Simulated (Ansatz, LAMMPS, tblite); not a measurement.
**Ladder of methods for the TA phonon frequency at L of diamond-structure Ge**

Reference value: 63 cm⁻¹ (measured, temperature not stated, no zero-point or thermal correction, our sources range from 62 to 63; as tabulated in Giannozzi et al., Phys. Rev. B (1991)).

```tsv
level (code)	value (cm⁻¹)	cell (Å³/atom)	difference (%)
GFN2-xTB (tblite)	32	23.56	-49
SNAP Ge_Zuo_JPCA2020.snap (LAMMPS)	94	24.05	+49
LDA (Ansatz)	59	22.21	-6.3
PBE (Ansatz)	59	23.89	-6.3
PBE-D3(BJ) (Ansatz)	58	23.14	-7.9
r²SCAN+rVV10 (Ansatz)	63	22.60	0.0
LC-ωPBE (Ansatz)	73	21.56	+15.9
Hartree–Fock (Ansatz)	82	23.57	+30
```

Once the reference is moved by up to 3.0 % (a margin picked here for doubts on the reference and the settings, and for temperature and zero-point motion) and values within 1.0 % count as equal, the nearest can be r²SCAN+rVV10 (0.0 %), LDA (-6.3 %) or PBE (-6.3 %). By the same margin the farthest can be SNAP Ge_Zuo_JPCA2020.snap (+49 %) or GFN2-xTB (-49 %).

The reference isn't brought to a static lattice, while the calculations are for one, so the differences are not the levels' errors alone.  GFN2-xTB: the method was fitted mainly to molecules. GFN2-xTB: the run uses a supercell at the zone centre in place of a k mesh. LDA, PBE, PBE-D3(BJ): the solid has no gap at this level, which affects its response. PBE-D3(BJ): the dispersion coefficients are held fixed in the derivatives. Each level is taken at its own relaxed cell. Cutoffs and k meshes differ between the levels. Ansatz's density-functional and Hartree–Fock values are scalar-relativistic unless marked +SOC, with PAW data made under PBE.

Machine-learned potentials (SNAP Ge_Zuo_JPCA2020.snap) are trained on DFT data: a solid inside that data is no test of them.

Differences are worked out from the printed values.

Ansatz is a first-principles code.
